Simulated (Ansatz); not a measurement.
A made-up structure of H3S2O (charge +1), closed shell:

| atom | x (Å) | y (Å) | z (Å) |
| --- | --- | --- | --- |
| S1 | -1.0935 | -1.0121 | -0.7374 |
| O2 | 0.5190 | 0.2974 | 1.5511 |
| S3 | 0.3537 | -0.2925 | -0.0819 |
| H4 | -1.3955 | 0.0943 | -1.4480 |
| H5 | 1.4999 | -0.8238 | -0.5855 |
| H6 | 0.4634 | 1.2238 | 1.2690 |

It is relaxed with PBE-D4/def2-SVP and then PBE0-D4/def2-TZVP (Ansatz 0.2.0). Atoms count as bonded within 1.22 times the sum of their covalent radii (H–H: 0.88 Å). The end point is not checked to be a true minimum.

(1) Does its bonding change? (A judgement: the text doesn't fix the answer.)

Results:

(1) The calculation gives: No: no bond forms or breaks.

Where it ends: The first stage lowers the energy by 2.51 eV in 10 steps. It ends as H₃S₂O ([OH][SH][SH]), total charge +1:
```json
{"atom": "S1", "x (Å)": "-1.0409", "y (Å)": "-1.0356", "z (Å)": "-0.8242"}
{"atom": "O2", "x (Å)": "0.5982", "y (Å)": "0.2660", "z (Å)": "1.2704"}
{"atom": "S3", "x (Å)": "0.5866", "y (Å)": "0.0385", "z (Å)": "-0.3056"}
{"atom": "H4", "x (Å)": "-1.6408", "y (Å)": "0.0364", "z (Å)": "-1.3836"}
{"atom": "H5", "x (Å)": "1.4352", "y (Å)": "-1.0134", "z (Å)": "-0.2768"}
{"atom": "H6", "x (Å)": "0.4087", "y (Å)": "1.1952", "z (Å)": "1.4872"}
```

Labels in which every atom is bracketed show which atoms are joined, not bond orders.

For scale, one of the runs: PBE0-D4/def2-TZVP relaxation, 123 basis functions, launched by `ansatz run in.yaml --threads 2 --pin off --events-out ev --progress --plain --max-ram 4352MiB`. Hardware: 2 CPU threads of an Arm Neoverse V2, shared host. Wall time about 14 s.
